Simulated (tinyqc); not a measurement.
Inside a calculation (part 1 of 2). Method: RHF in the sto-6g basis, for H3O+, spin multiplicity 1. Computed by tinyqc, a small Python program that keeps every step (integrals from PySCF). Settings: charge = 1, multiplicity = 1, basis = sto-6g, energy threshold = 1e-09, iteration cap = 55, orthogonalisation = symmetric, start = atomic densities, DIIS depth = 4, method = RHF. Command: `OMP_NUM_THREADS=1 python tinyqc.py 29116 29117 out.jsonl` (the two numbers bound the seeds that draw the settings). One thread of a shared host (Intel(R) Xeon(R) Processor @ 2.60GHz), about 0.2 s of CPU time with the checks. Later iterations appear only in the table of the cycle.

## One-electron integrals

Geometry (angstrom):
```
atom,x,y,z
O,0.000000,0.000000,0.174000
H,1.009000,0.000000,0.000000
H,-0.505000,0.874000,0.000000
H,-0.505000,-0.874000,0.000000
```

Basis sto-6g: exponents (1/bohr^2) and contraction coefficients of normalised primitives:
```
element,l (shell),exponent,coefficient
O,s (1),1355.584234,0.009164
O,s (1),248.544885,0.049361
O,s (1),69.533902,0.168538
O,s (1),23.886772,0.370563
O,s (1),9.275933,0.416492
O,s (1),3.820341,0.130334
O,s (2),52.187762,-0.013253
O,s (2),10.329320,-0.046992
O,s (2),3.210345,-0.033785
O,s (2),1.235135,0.250242
O,s (2),0.536420,0.595117
O,s (2),0.245881,0.240706
O,p (3),52.187762,0.003760
O,p (3),10.329320,0.037679
O,p (3),3.210345,0.173897
O,p (3),1.235135,0.418036
O,p (3),0.536420,0.425860
O,p (3),0.245881,0.101708
H,s (1),35.523221,0.009164
H,s (1),6.513144,0.049361
H,s (1),1.822143,0.168538
H,s (1),0.625955,0.370563
H,s (1),0.243077,0.416492
H,s (1),0.100112,0.130334
```

Overlap, kinetic and nuclear-attraction integrals over the contracted functions; the nuclear repulsion is the sum of Za Zb / Rab.

nuclear repulsion = 13.30879675 hartree

overlap S, lower triangle:
```
,1O 1s,1O 2s,1O 2px,1O 2py,1O 2pz,2H 1s,3H 1s,4H 1s
1O 1s,1.000000
1O 2s,0.231145,1.000000
1O 2px,0.000000,0.000000,1.000000
1O 2py,0.000000,0.000000,0.000000,1.000000
1O 2pz,0.000000,0.000000,0.000000,0.000000,1.000000
2H 1s,0.047560,0.434189,0.363378,0.000000,-0.062664,1.000000
3H 1s,0.047516,0.433940,-0.181725,0.314510,-0.062614,0.177802,1.000000
4H 1s,0.047516,0.433940,-0.181725,-0.314510,-0.062614,0.177802,0.177846,1.000000
```

kinetic energy T (hartree), lower triangle:
```
,1O 1s,1O 2s,1O 2px,1O 2py,1O 2pz,2H 1s,3H 1s,4H 1s
1O 1s,29.327197
1O 2s,-0.896024,0.842618
1O 2px,0.000000,0.000000,2.531309
1O 2py,0.000000,0.000000,0.000000,2.531309
1O 2pz,0.000000,0.000000,0.000000,0.000000,2.531309
2H 1s,-0.004463,0.098042,0.230279,0.000000,-0.039711,0.768522
3H 1s,-0.004473,0.097877,-0.115074,0.199158,-0.039649,-0.006314,0.768522
4H 1s,-0.004473,0.097877,-0.115074,-0.199158,-0.039649,-0.006314,-0.006308,0.768522
```

nuclear attraction V (hartree), lower triangle:
```
,1O 1s,1O 2s,1O 2px,1O 2py,1O 2pz,2H 1s,3H 1s,4H 1s
1O 1s,-62.808397
1O 2s,-6.509575,-10.536606
1O 2px,-0.000003,-0.000012,-10.585403
1O 2py,0.000000,0.000000,0.000000,-10.585186
1O 2pz,0.007312,0.083103,0.000013,0.000000,-10.437983
2H 1s,-1.528945,-3.596584,-2.687643,0.000000,0.485736,-5.862936
3H 1s,-1.527523,-3.594114,1.343912,-2.325859,0.485290,-1.176395,-5.861578
4H 1s,-1.527523,-3.594114,1.343912,2.325859,0.485290,-1.176395,-1.176446,-5.861578
```

core Hamiltonian H = T + V (hartree), lower triangle:
```
,1O 1s,1O 2s,1O 2px,1O 2py,1O 2pz,2H 1s,3H 1s,4H 1s
1O 1s,-33.481200
1O 2s,-7.405599,-9.693987
1O 2px,-0.000003,-0.000012,-8.054095
1O 2py,0.000000,0.000000,0.000000,-8.053878
1O 2pz,0.007312,0.083103,0.000013,0.000000,-7.906674
2H 1s,-1.533408,-3.498542,-2.457364,0.000000,0.446025,-5.094414
3H 1s,-1.531996,-3.496237,1.228838,-2.126701,0.445641,-1.182709,-5.093056
4H 1s,-1.531996,-3.496237,1.228838,2.126701,0.445641,-1.182709,-1.182754,-5.093056
```

## Two-electron integrals

Functions are numbered as in S; the eight-fold symmetry (ij|kl) = (ji|kl) = (kl|ij) leaves the list below.

Two-electron integrals (ij|kl) in chemists' order, unique and non-zero (hartree):
```
i,j,k,l,(ij|kl)
1,1,1,1,4.787491
2,1,1,1,0.675884
2,1,2,1,0.121505
2,2,1,1,1.117379
2,2,2,1,0.249212
2,2,2,2,0.817383
3,1,3,1,0.025762
3,2,3,1,0.039145
3,2,3,2,0.180664
3,3,1,1,1.117381
3,3,2,1,0.249212
3,3,2,2,0.817382
3,3,3,3,0.880663
4,1,4,1,0.025762
4,2,4,1,0.039145
4,2,4,2,0.180664
4,3,4,3,0.047461
4,4,1,1,1.117381
4,4,2,1,0.249212
4,4,2,2,0.817382
4,4,3,3,0.785741
4,4,4,4,0.880663
5,1,5,1,0.025762
5,2,5,1,0.039145
5,2,5,2,0.180664
5,3,5,3,0.047461
5,4,5,4,0.047461
5,5,1,1,1.117381
5,5,2,1,0.249212
5,5,2,2,0.817382
5,5,3,3,0.785741
5,5,4,4,0.785741
5,5,5,5,0.880663
6,1,1,1,0.148296
6,1,2,1,0.025552
6,1,2,2,0.051259
6,1,3,1,0.001232
6,1,3,2,0.002406
6,1,3,3,0.051470
6,1,4,4,0.051149
6,1,5,1,-0.000212
6,1,5,2,-0.000415
6,1,5,3,-0.000055
6,1,5,5,0.051158
6,1,6,1,0.005477
6,2,1,1,0.359495
6,2,2,1,0.081296
6,2,2,2,0.295102
6,2,3,1,0.006412
6,2,3,2,0.047267
6,2,3,3,0.304468
6,2,4,4,0.290207
6,2,5,1,-0.001106
6,2,5,2,-0.008151
6,2,5,3,-0.002459
6,2,5,5,0.290631
6,2,6,1,0.017186
6,2,6,2,0.132396
6,3,1,1,0.255312
6,3,2,1,0.058558
6,3,2,2,0.226723
6,3,3,1,0.013094
6,3,3,2,0.085190
6,3,3,3,0.246842
6,3,4,4,0.216502
6,3,5,1,-0.000698
6,3,5,2,-0.005918
6,3,5,3,-0.003550
6,3,5,5,0.216824
6,3,6,1,0.012947
6,3,6,2,0.123681
6,3,6,3,0.133056
6,4,4,1,0.009044
6,4,4,2,0.050872
6,4,4,3,0.009756
6,4,5,4,-0.001682
6,4,6,4,0.018752
6,5,1,1,-0.044028
6,5,2,1,-0.010098
6,5,2,2,-0.039098
6,5,3,1,-0.000698
6,5,3,2,-0.005918
6,5,3,3,-0.039203
6,5,4,4,-0.037335
6,5,5,1,0.009165
6,5,5,2,0.051892
6,5,5,3,0.010078
6,5,5,5,-0.040756
6,5,6,1,-0.002233
6,5,6,2,-0.021328
6,5,6,3,-0.019711
6,5,6,5,0.022152
6,6,1,1,0.501803
6,6,2,1,0.115589
6,6,2,2,0.479763
6,6,3,1,0.011865
6,6,3,2,0.119428
6,6,3,3,0.516428
6,6,4,4,0.460600
6,6,5,1,-0.002046
6,6,5,2,-0.020595
6,6,5,3,-0.009628
6,6,5,5,0.462260
6,6,6,1,0.024692
6,6,6,2,0.272315
6,6,6,3,0.290471
6,6,6,5,-0.050091
6,6,6,6,0.774999
7,1,1,1,0.148158
7,1,2,1,0.025528
7,1,2,2,0.051212
7,1,3,1,-0.000616
7,1,3,2,-0.001202
7,1,3,3,0.051182
7,1,4,1,0.001065
7,1,4,2,0.002081
7,1,4,3,-0.000139
7,1,4,4,0.051342
7,1,5,1,-0.000212
7,1,5,2,-0.000414
7,1,5,3,0.000028
7,1,5,4,-0.000048
7,1,5,5,0.051111
7,1,6,1,0.005377
7,1,6,2,0.016505
7,1,6,3,0.011609
7,1,6,4,0.000477
7,1,6,5,-0.002144
7,1,6,6,0.023364
7,1,7,1,0.005467
7,2,1,1,0.359242
7,2,2,1,0.081239
7,2,2,2,0.294906
7,2,3,1,-0.003206
7,2,3,2,-0.023634
7,2,3,3,0.293581
7,2,4,1,0.005548
7,2,4,2,0.040903
7,2,4,3,-0.006174
7,2,4,4,0.300699
7,2,5,1,-0.001104
7,2,5,2,-0.008143
7,2,5,3,0.001229
7,2,5,4,-0.002127
7,2,5,5,0.290437
7,2,6,1,0.016509
7,2,6,2,0.104088
7,2,6,3,0.074234
7,2,6,4,0.011557
7,2,6,5,-0.016254
7,2,6,6,0.172043
7,2,7,1,0.017158
7,2,7,2,0.132233
7,3,1,1,-0.127662
7,3,2,1,-0.029280
7,3,2,2,-0.113371
7,3,3,1,0.010050
7,3,3,2,0.059419
7,3,3,3,-0.119371
7,3,4,1,-0.001753
7,3,4,2,-0.014859
7,3,4,3,0.010787
7,3,4,4,-0.112319
7,3,5,1,0.000349
7,3,5,2,0.002958
7,3,5,3,-0.002148
7,3,5,4,0.000808
7,3,5,5,-0.108421
7,3,6,1,-0.005397
7,3,6,2,-0.027141
7,3,6,3,-0.005765
7,3,6,4,-0.002324
7,3,6,5,0.004131
7,3,6,6,-0.033178
7,3,7,1,-0.006468
7,3,7,2,-0.061810
7,3,7,3,0.047310
7,4,1,1,0.220944
7,4,2,1,0.050675
7,4,2,2,0.196210
7,4,3,1,-0.001753
7,4,3,2,-0.014859
7,4,3,3,0.189711
7,4,4,1,0.012072
7,4,4,2,0.076550
7,4,4,3,-0.008937
7,4,4,4,0.211275
7,4,5,1,-0.000604
7,4,5,2,-0.005120
7,4,5,3,0.000808
7,4,5,4,-0.003079
7,4,5,5,0.187644
7,4,6,1,0.010294
7,4,6,2,0.070070
7,4,6,3,0.049541
7,4,6,4,0.021521
7,4,6,5,-0.010740
7,4,6,6,0.117155
7,4,7,1,0.011194
7,4,7,2,0.106975
7,4,7,3,-0.049469
7,4,7,4,0.104342
7,5,1,1,-0.043987
7,5,2,1,-0.010089
7,5,2,2,-0.039062
7,5,3,1,0.000349
7,5,3,2,0.002958
7,5,3,3,-0.037769
7,5,4,1,-0.000604
7,5,4,2,-0.005120
7,5,4,3,0.000808
7,5,4,4,-0.038700
7,5,5,1,0.009157
7,5,5,2,0.051853
7,5,5,3,-0.005039
7,5,5,4,0.008720
7,5,5,5,-0.040718
7,5,6,1,-0.002144
7,5,6,2,-0.016251
7,5,6,3,-0.011362
7,5,6,4,-0.001796
7,5,6,5,0.016663
7,5,6,6,-0.029276
7,5,7,1,-0.002229
7,5,7,2,-0.021297
7,5,7,3,0.009848
7,5,7,4,-0.017045
7,5,7,5,0.022120
7,6,1,1,0.112769
7,6,2,1,0.025709
7,6,2,2,0.099913
7,6,3,1,0.000829
7,6,3,2,0.007047
7,6,3,3,0.100466
7,6,4,1,0.001437
7,6,4,2,0.012217
7,6,4,3,0.000413
7,6,4,4,0.100945
7,6,5,1,-0.000572
7,6,5,2,-0.004865
7,6,5,3,-0.000559
7,6,5,4,-0.000968
7,6,5,5,0.098327
7,6,6,1,0.005355
7,6,6,2,0.043012
7,6,6,3,0.037453
7,6,6,4,0.004487
7,6,6,5,-0.007799
7,6,6,6,0.088640
7,6,7,1,0.005350
7,6,7,2,0.042988
7,6,7,3,-0.014850
7,6,7,4,0.034661
7,6,7,5,-0.007793
7,6,7,6,0.016948
7,7,1,1,0.501631
7,7,2,1,0.115550
7,7,2,2,0.479626
7,7,3,1,-0.005933
7,7,3,2,-0.059728
7,7,3,3,0.474439
7,7,4,1,0.010268
7,7,4,2,0.103371
7,7,4,3,-0.024175
7,7,4,4,0.502310
7,7,5,1,-0.002044
7,7,5,2,-0.020580
7,7,5,3,0.004813
7,7,5,4,-0.008330
7,7,5,5,0.462128
7,7,6,1,0.023378
7,7,6,2,0.172111
7,7,6,3,0.118063
7,7,6,4,0.029897
7,7,6,5,-0.029291
7,7,6,6,0.300136
7,7,7,1,0.024661
7,7,7,2,0.272115
7,7,7,3,-0.145236
7,7,7,4,0.251359
7,7,7,5,-0.050042
7,7,7,6,0.088640
7,7,7,7,0.774999
8,1,1,1,0.148158
8,1,2,1,0.025528
8,1,2,2,0.051212
8,1,3,1,-0.000616
8,1,3,2,-0.001202
8,1,3,3,0.051182
8,1,4,1,-0.001065
8,1,4,2,-0.002081
8,1,4,3,0.000139
8,1,4,4,0.051342
8,1,5,1,-0.000212
8,1,5,2,-0.000414
8,1,5,3,0.000028
8,1,5,4,0.000048
8,1,5,5,0.051111
8,1,6,1,0.005377
8,1,6,2,0.016505
8,1,6,3,0.011609
8,1,6,4,-0.000477
8,1,6,5,-0.002144
8,1,6,6,0.023364
8,1,7,1,0.005372
8,1,7,2,0.016494
8,1,7,3,-0.006218
8,1,7,4,0.009809
8,1,7,5,-0.002142
8,1,7,6,0.005181
8,1,7,7,0.023357
8,1,8,1,0.005467
8,2,1,1,0.359242
8,2,2,1,0.081239
8,2,2,2,0.294906
8,2,3,1,-0.003206
8,2,3,2,-0.023634
8,2,3,3,0.293581
8,2,4,1,-0.005548
8,2,4,2,-0.040903
8,2,4,3,0.006174
8,2,4,4,0.300699
8,2,5,1,-0.001104
8,2,5,2,-0.008143
8,2,5,3,0.001229
8,2,5,4,0.002127
8,2,5,5,0.290437
8,2,6,1,0.016509
8,2,6,2,0.104088
8,2,6,3,0.074234
8,2,6,4,-0.011557
8,2,6,5,-0.016254
8,2,6,6,0.172043
8,2,7,1,0.016494
8,2,7,2,0.104031
8,2,7,3,-0.047139
8,2,7,4,0.058480
8,2,7,5,-0.016242
8,2,7,6,0.034718
8,2,7,7,0.172031
8,2,8,1,0.017158
8,2,8,2,0.132233
8,3,1,1,-0.127662
8,3,2,1,-0.029280
8,3,2,2,-0.113371
8,3,3,1,0.010050
8,3,3,2,0.059419
8,3,3,3,-0.119371
8,3,4,1,0.001753
8,3,4,2,0.014859
8,3,4,3,-0.010787
8,3,4,4,-0.112319
8,3,5,1,0.000349
8,3,5,2,0.002958
8,3,5,3,-0.002148
8,3,5,4,-0.000808
8,3,5,5,-0.108421
8,3,6,1,-0.005397
8,3,6,2,-0.027141
8,3,6,3,-0.005765
8,3,6,4,0.002324
8,3,6,5,0.004131
8,3,6,6,-0.033178
8,3,7,1,-0.006218
8,3,7,2,-0.047139
8,3,7,3,0.035166
8,3,7,4,-0.025938
8,3,7,5,0.007238
8,3,7,6,-0.011756
8,3,7,7,-0.084957
8,3,8,1,-0.006468
8,3,8,2,-0.061810
8,3,8,3,0.047310
8,4,1,1,-0.220944
8,4,2,1,-0.050675
8,4,2,2,-0.196210
8,4,3,1,0.001753
8,4,3,2,0.014859
8,4,3,3,-0.189711
8,4,4,1,0.012072
8,4,4,2,0.076550
8,4,4,3,-0.008937
8,4,4,4,-0.211275
8,4,5,1,0.000604
8,4,5,2,0.005120
8,4,5,3,-0.000808
8,4,5,4,-0.003079
8,4,5,5,-0.187644
8,4,6,1,-0.010294
8,4,6,2,-0.070070
8,4,6,3,-0.049541
8,4,6,4,0.021521
8,4,6,5,0.010740
8,4,6,6,-0.117155
8,4,7,1,-0.009809
8,4,7,2,-0.058480
8,4,7,3,0.025938
8,4,7,4,-0.019365
8,4,7,5,0.008937
8,4,7,6,-0.020341
8,4,7,7,-0.087261
8,4,8,1,-0.011194
8,4,8,2,-0.106975
8,4,8,3,0.049469
8,4,8,4,0.104342
8,5,1,1,-0.043987
8,5,2,1,-0.010089
8,5,2,2,-0.039062
8,5,3,1,0.000349
8,5,3,2,0.002958
8,5,3,3,-0.037769
8,5,4,1,0.000604
8,5,4,2,0.005120
8,5,4,3,-0.000808
8,5,4,4,-0.038700
8,5,5,1,0.009157
8,5,5,2,0.051853
8,5,5,3,-0.005039
8,5,5,4,-0.008720
8,5,5,5,-0.040718
8,5,6,1,-0.002144
8,5,6,2,-0.016251
8,5,6,3,-0.011362
8,5,6,4,0.001796
8,5,6,5,0.016663
8,5,6,6,-0.029276
8,5,7,1,-0.002142
8,5,7,2,-0.016242
8,5,7,3,0.007238
8,5,7,4,-0.008937
8,5,7,5,0.016652
8,5,7,6,-0.006091
8,5,7,7,-0.029272
8,5,8,1,-0.002229
8,5,8,2,-0.021297
8,5,8,3,0.009848
8,5,8,4,0.017045
8,5,8,5,0.022120
8,6,1,1,0.112769
8,6,2,1,0.025709
8,6,2,2,0.099913
8,6,3,1,0.000829
8,6,3,2,0.007047
8,6,3,3,0.100466
8,6,4,1,-0.001437
8,6,4,2,-0.012217
8,6,4,3,-0.000413
8,6,4,4,0.100945
8,6,5,1,-0.000572
8,6,5,2,-0.004865
8,6,5,3,-0.000559
8,6,5,4,0.000968
8,6,5,5,0.098327
8,6,6,1,0.005355
8,6,6,2,0.043012
8,6,6,3,0.037453
8,6,6,4,-0.004487
8,6,6,5,-0.007799
8,6,6,6,0.088640
8,6,7,1,0.005181
8,6,7,2,0.034718
8,6,7,3,-0.011756
8,6,7,4,0.020341
8,6,7,5,-0.006091
8,6,7,6,0.013848
8,6,7,7,0.058541
8,6,8,1,0.005350
8,6,8,2,0.042988
8,6,8,3,-0.014850
8,6,8,4,-0.034661
8,6,8,5,-0.007793
8,6,8,6,0.016948
8,7,1,1,0.112766
8,7,2,1,0.025709
8,7,2,2,0.099919
8,7,3,1,-0.001660
8,7,3,2,-0.014117
8,7,3,3,0.101193
8,7,4,4,0.100231
8,7,5,1,-0.000572
8,7,5,2,-0.004864
8,7,5,3,0.001119
8,7,5,5,0.098331
8,7,6,1,0.005186
8,7,6,2,0.034740
8,7,6,3,0.023501
8,7,6,5,-0.006096
8,7,6,6,0.058552
8,7,7,1,0.005350
8,7,7,2,0.042996
8,7,7,3,-0.022622
8,7,7,4,0.030182
8,7,7,5,-0.007795
8,7,7,6,0.013851
8,7,7,7,0.088666
8,7,8,1,0.005350
8,7,8,2,0.042996
8,7,8,3,-0.022622
8,7,8,4,-0.030182
8,7,8,5,-0.007795
8,7,8,6,0.013851
8,7,8,7,0.016957
8,8,1,1,0.501631
8,8,2,1,0.115550
8,8,2,2,0.479626
8,8,3,1,-0.005933
8,8,3,2,-0.059728
8,8,3,3,0.474439
8,8,4,1,-0.010268
8,8,4,2,-0.103371
8,8,4,3,0.024175
8,8,4,4,0.502310
8,8,5,1,-0.002044
8,8,5,2,-0.020580
8,8,5,3,0.004813
8,8,5,4,0.008330
8,8,5,5,0.462128
8,8,6,1,0.023378
8,8,6,2,0.172111
8,8,6,3,0.118063
8,8,6,4,-0.029897
8,8,6,5,-0.029291
8,8,6,6,0.300136
8,8,7,1,0.023357
8,8,7,2,0.172031
8,8,7,3,-0.084957
8,8,7,4,0.087261
8,8,7,5,-0.029272
8,8,7,6,0.058541
8,8,7,7,0.300163
8,8,8,1,0.024661
8,8,8,2,0.272115
8,8,8,3,-0.145236
8,8,8,4,-0.251359
8,8,8,5,-0.050042
8,8,8,6,0.088640
8,8,8,7,0.088666
8,8,8,8,0.774999
```

## Orthogonalisation

S = U s U^T; symmetric (Loewdin) form X = U s^(-1/2) U^T, so that X^T S X = 1.

eigenvalues of S: 0.370431  0.457242  0.457491  0.959519  1.024645  1.364663  1.364971  2.001037

X, lower triangle:
```
,1O 1s,1O 2s,1O 2px,1O 2py,1O 2pz,2H 1s,3H 1s,4H 1s
1O 1s,1.023359
1O 2s,-0.142603,1.276461
1O 2px,-0.000003,0.000062,1.106392
1O 2py,0.000000,0.000000,0.000000,1.106230
1O 2pz,0.003241,-0.036168,-0.000012,0.000000,1.005118
2H 1s,0.017836,-0.247640,-0.249394,0.000000,0.035166,1.170295
3H 1s,0.017827,-0.247385,0.124683,-0.215792,0.035120,-0.058177,1.170076
4H 1s,0.017827,-0.247385,0.124683,0.215792,0.035120,-0.058177,-0.058178,1.170076
```

## Starting guess

The start is atomic minimal-basis densities projected into this basis (PySCF's MINAO start) and scaled to the electron count of each spin; this density is not idempotent, so its energy is not variational and may lie below the converged one.

D at the start, lower triangle:
```
,1O 1s,1O 2s,1O 2px,1O 2py,1O 2pz,2H 1s,3H 1s,4H 1s
1O 1s,1.939927
1O 2s,-0.430045,1.874686
1O 2px,0.000000,-0.000008,1.041151
1O 2py,0.000000,0.000000,0.000000,1.041303
1O 2pz,-0.005263,0.030560,0.000005,0.000000,1.180017
2H 1s,-0.010830,0.031816,0.127926,0.000000,-0.013669,0.902948
3H 1s,-0.010825,0.031819,-0.063992,0.110780,-0.013662,0.046069,0.902927
4H 1s,-0.010825,0.031819,-0.063992,-0.110780,-0.013662,0.046069,0.046102,0.902927
```

## Iteration 1: building the Fock matrix

J_ij = sum D_kl (ij|kl), K_ij = sum D_kl (ik|jl); F = H + J - 0.5 K; E = tr D H + tr D J / 2 - 0.25 tr D K + E_nn.

Coulomb J (hartree), lower triangle:
```
,1O 1s,1O 2s,1O 2px,1O 2py,1O 2pz,2H 1s,3H 1s,4H 1s
1O 1s,16.094854
1O 2s,2.866663,7.709429
1O 2px,-0.000001,-0.000027,7.733149
1O 2py,0.000000,0.000000,0.000000,7.733070
1O 2pz,-0.005060,-0.056795,-0.000002,0.000000,7.662064
2H 1s,0.607249,2.801868,2.167621,0.000000,-0.390517,4.773878
3H 1s,0.606688,2.800040,-1.083940,1.875930,-0.390175,0.959557,4.772862
4H 1s,0.606688,2.800040,-1.083940,-1.875930,-0.390175,0.959557,0.959645,4.772862
```

exchange K (hartree), lower triangle:
```
,1O 1s,1O 2s,1O 2px,1O 2py,1O 2pz,2H 1s,3H 1s,4H 1s
1O 1s,9.030405
1O 2s,1.427950,2.618195
1O 2px,0.000009,0.000048,1.696054
1O 2py,0.000000,0.000000,0.000000,1.695871
1O 2pz,-0.006164,-0.054619,-0.000011,0.000000,1.577962
2H 1s,0.344334,1.151053,0.677908,0.000000,-0.136884,1.265509
3H 1s,0.344030,1.150377,-0.339007,0.586694,-0.136782,0.434755,1.264980
4H 1s,0.344030,1.150377,-0.339007,-0.586694,-0.136782,0.434755,0.434754,1.264980
```

Fock matrix F (hartree), lower triangle:
```
,1O 1s,1O 2s,1O 2px,1O 2py,1O 2pz,2H 1s,3H 1s,4H 1s
1O 1s,-21.901548
1O 2s,-5.252911,-3.293656
1O 2px,-0.000008,-0.000063,-1.168973
1O 2py,0.000000,0.000000,0.000000,-1.168743
1O 2pz,0.005335,0.053617,0.000017,0.000000,-1.033591
2H 1s,-1.098326,-1.272201,-0.628697,0.000000,0.123950,-0.953290
3H 1s,-1.097323,-1.271385,0.314401,-0.544118,0.123857,-0.440530,-0.952684
4H 1s,-1.097323,-1.271385,0.314401,0.544118,0.123857,-0.440530,-0.440486,-0.952684
```

total energy of this density = -72.00517212 hartree

This density is the starting one; it is not idempotent, so its energy is not variational and may lie below the converged one.

## Iteration 1: diagonalisation and new density

Diagonalise F' = X^T F X, C = X C', fill 5 alpha and 5 beta electrons from the bottom; D = 2 C_occ C_occ^T. Each column has its largest component positive (the first on a tie).

F' = X^T F X (hartree), lower triangle:
```
,1,2,3,4,5,6,7,8
1,-21.573034
2,-2.527859,-2.058324
3,0.000007,0.000026,-0.958324
4,0.000000,0.000000,0.000000,-0.958387
5,0.007900,-0.012156,-0.000002,0.000000,-1.022964
6,-0.183274,-0.499332,-0.433595,0.000000,0.066697,-0.415287
7,-0.182991,-0.498910,0.216810,-0.375231,0.066627,-0.110641,-0.415292
8,-0.182991,-0.498910,0.216810,0.375231,0.066627,-0.110641,-0.110608,-0.415292
```

orbital energies (hartree): MO1 -21.903629, MO2 -2.171025, MO3 -1.255054, MO4 -1.254776, MO5 -1.035245, MO6 -0.180974, MO7 -0.008296, MO8 -0.007906

coefficients C:
```
,MO1,MO2,MO3,MO4,MO5,MO6,MO7,MO8
1O 1s,0.997320,-0.234539,0.000016,0.000000,-0.022535,-0.135645,0.000000,0.000123
1O 2s,0.012394,0.932411,-0.000104,0.000000,0.123678,0.974617,0.000000,-0.001032
1O 2px,0.000001,0.000051,0.816861,0.000000,0.000065,-0.000597,0.000000,-0.806306
1O 2py,0.000000,0.000000,0.000000,0.816984,0.000000,0.000000,-0.805862,0.000000
1O 2pz,-0.000585,-0.040744,-0.000059,0.000000,0.987091,-0.198182,0.000000,0.000212
2H 1s,-0.001666,0.066203,0.271501,0.000000,-0.045973,-0.652489,0.000000,0.997740
3H 1s,-0.001664,0.066140,-0.135792,0.235110,-0.045970,-0.653316,0.863477,-0.498084
4H 1s,-0.001664,0.066140,-0.135792,-0.235110,-0.045970,-0.653316,-0.863477,-0.498084
```

D after iteration 1, lower triangle:
```
,1O 1s,1O 2s,1O 2px,1O 2py,1O 2pz,2H 1s,3H 1s,4H 1s
1O 1s,2.100329
1O 2s,-0.418226,1.769682
1O 2px,0.000002,-0.000060,1.334524
1O 2py,0.000000,0.000000,0.000000,1.334925
1O 2pz,-0.026543,0.168169,0.000027,0.000000,1.952017
2H 1s,-0.032296,0.111987,0.443557,0.000000,-0.096184,0.160423
3H 1s,-0.032277,0.111955,-0.221845,0.384162,-0.096125,-0.060746,0.160413
4H 1s,-0.032277,0.111955,-0.221845,-0.384162,-0.096125,-0.060746,-0.060694,0.160413
```

## Iteration 2: building the Fock matrix

As before.

Coulomb J (hartree), lower triangle:
```
,1O 1s,1O 2s,1O 2px,1O 2py,1O 2pz,2H 1s,3H 1s,4H 1s
1O 1s,17.749013
1O 2s,3.168210,8.370873
1O 2px,0.000000,-0.000007,8.369453
1O 2py,0.000000,0.000000,0.000000,8.369434
1O 2pz,0.003180,-0.000502,-0.000001,0.000000,8.373728
2H 1s,0.670583,2.976734,2.266771,0.000000,-0.392719,4.819294
3H 1s,0.669963,2.974748,-1.133484,1.961704,-0.392363,1.001191,4.817982
4H 1s,0.669963,2.974748,-1.133484,-1.961704,-0.392363,1.001191,1.001250,4.817982
```

exchange K (hartree), lower triangle:
```
,1O 1s,1O 2s,1O 2px,1O 2py,1O 2pz,2H 1s,3H 1s,4H 1s
1O 1s,9.816564
1O 2s,1.545021,2.666808
1O 2px,0.000000,0.000011,2.092544
1O 2py,0.000000,0.000000,0.000000,2.092572
1O 2pz,0.000220,0.031183,-0.000003,0.000000,2.274806
2H 1s,0.350788,1.028157,0.754939,0.000000,-0.137716,0.898683
3H 1s,0.350473,1.027512,-0.377539,0.653460,-0.137608,0.287936,0.898011
4H 1s,0.350473,1.027512,-0.377539,-0.653460,-0.137608,0.287936,0.287936,0.898011
```

Fock matrix F (hartree), lower triangle:
```
,1O 1s,1O 2s,1O 2px,1O 2py,1O 2pz,2H 1s,3H 1s,4H 1s
1O 1s,-20.640469
1O 2s,-5.009899,-2.656518
1O 2px,-0.000003,-0.000025,-0.730913
1O 2py,0.000000,0.000000,0.000000,-0.730729
1O 2pz,0.010382,0.067009,0.000014,0.000000,-0.670349
2H 1s,-1.038219,-1.035887,-0.568062,0.000000,0.122164,-0.724462
3H 1s,-1.037269,-1.035245,0.284123,-0.491727,0.122082,-0.325485,-0.724080
4H 1s,-1.037269,-1.035245,0.284123,0.491727,0.122082,-0.325485,-0.325472,-0.724080
```

total energy of this density = -75.92285720 hartree
